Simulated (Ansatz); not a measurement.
Geometry optimisation, RKS PBE/def2-SVPD (Ansatz).

Input file:

```yaml
crystal:
  periodic: [false, false, false]
  atoms:
    - { symbol: C, position_ang: [-0.21871, 0.28466, -0.64458] }
    - { symbol: "N", position_ang: [0.2218, -0.28835, 0.65287] }
    - { symbol: H, position_ang: [-0.04382, -0.42954, -1.44624] }
    - { symbol: H, position_ang: [-1.28046, 0.51931, -0.60694] }
    - { symbol: H, position_ang: [0.33615, 1.19561, -0.85801] }
    - { symbol: H, position_ang: [-0.30188, -1.14898, 0.86295] }
    - { symbol: H, position_ang: [0.06301, 0.38295, 1.41634] }
    - { symbol: H, position_ang: [1.22486, -0.51672, 0.62282] }
total_charge: 1
basis:
  gaussian: { orbitals: def2-SVPD }
hamiltonian:
  xc: pbe
relax:
  f_tol: 0.015
  max_steps: 40
```

Command:

```bash
$ ansatz run input.yaml --threads 1 --pin off --max-ram 2048MiB --backend cpu --events-out ev --progress --plain --runs-dir out
```

**Question.** Where does it end, and by what steps?

**Answer.** It converged. Limits of this set-up: the dipole of an ion depends on the origin. After 2 steps the energy has fallen by 0.032 eV; C1 moved furthest, 0.03 Å.

| step | energy less start (eV) | largest force component (eV/Å) | accepted |
| --- | --- | --- | --- |
| 0 | 0.0000 | 0.506 | yes |
| 1 | -0.0277 | 0.272 | yes |
| 2 | -0.0322 | 0.012 | yes |

```xyz
8
Properties=species:S:1:pos:R:3
C -0.227 0.296 -0.670
N 0.220 -0.286 0.646
H -0.040 -0.448 -1.462
H -1.304 0.524 -0.603
H 0.351 1.215 -0.860
H -0.294 -1.154 0.878
H 0.068 0.374 1.430
H 1.228 -0.522 0.640
```

Whether the end is a true minimum wasn't checked by a vibrational analysis.

The run took 4.7 s on 1 thread of Arm Neoverse V2, on a shared host, peak memory 0.13 GiB.
